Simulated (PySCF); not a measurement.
## Electric properties by functional and basis

Compound: C₂HCl₃.
InChI=1S/C2HCl3/c3-1-2(4)5/h1H

PySCF, dipoles from the SCF density, polarisabilities from static response with core orbitals frozen. Geometry: PBE0-D3(BJ)/def2-SVP; no solvent, vibrations or thermal averaging.

Q: Which levels come closest to the reference values?

A: 

```
              level  μ (D)  error (%)  α (Å³)  error (%)  anisotropy (Å³)
      LDA/def2-SVPD  0.814       +5.7   10.52       +7.9             6.02
      PBE/def2-SVPD  0.808       +5.0   10.48       +7.5             6.03
    B3LYP/def2-SVPD  0.865      +12.3   10.21       +4.7             5.81
     PBE0/def2-SVPD  0.887      +15.2   10.08       +3.3             5.70
BHandHLYP/def2-SVPD  0.948      +23.1    9.86       +1.1             5.55
CAM-B3LYP/def2-SVPD  0.914      +18.7   10.02       +2.8             5.60
  wB97X-D/def2-SVPD  0.929      +20.6    9.96       +2.2             5.54
  LC-wPBE/def2-SVPD  0.966      +25.5    9.74       -0.1             5.35
       HF/def2-SVPD  1.061      +37.7    9.59       -1.7             5.36
        PBE0/6-31G*  0.966      +25.5    7.42      -23.9             6.59
      PBE0/def2-SVP  0.840       +9.1    7.18      -26.4             5.84
       PBE0/6-31+G*  0.953      +23.8    8.61      -11.7             6.01
   PBE0/aug-cc-pVDZ  0.892      +15.9   10.00       +2.5             5.80
     PBE0/def2-TZVP  0.846       +9.8    8.96       -8.1             6.01
    PBE0/def2-TZVPD  0.865      +12.3   10.30       +5.6             5.90
   PBE0/aug-cc-pVTZ  0.875      +13.6   10.24       +5.0             5.86
```

Reference dipole: 0.770 D (measured, unstated (gas or solution; conformer average); Muller, Mokrushina, Arlt, J. Chem. Eng. Data 57 (2012) 1231, supporting information). Reference polarisability: 9.751 Å³ (measured, gas; NIST CCCBDB Release 22 (SRD 101), experimental polarizabilities). The anisotropy is √(½[(α1 − α2)² + (α2 − α3)² + (α3 − α1)²]). For the dipole, the smallest error is 5.0% (PBE/def2-SVPD) and the largest 37.7% (HF/def2-SVPD). For the polarisability, the smallest error is 0.1% (LC-wPBE/def2-SVPD) and the largest 26.4% (PBE0/def2-SVP). The dipole runs from 0.81 D (PBE/def2-SVPD) to 1.06 D (HF/def2-SVPD). In one basis (def2-SVPD) the functionals order the polarisability from HF (lowest) to LDA (highest), a spread of 10%. With PBE0 the polarisability is 7.85 Å³ without diffuse functions (mean of 6-31G*, def2-SVP and def2-TZVP) and 9.84 Å³ with them (mean of 6-31+G*, def2-SVPD, aug-cc-pVDZ, def2-TZVPD and aug-cc-pVTZ). Measured values can belong to vibrating molecules; the computed ones are for one fixed geometry.
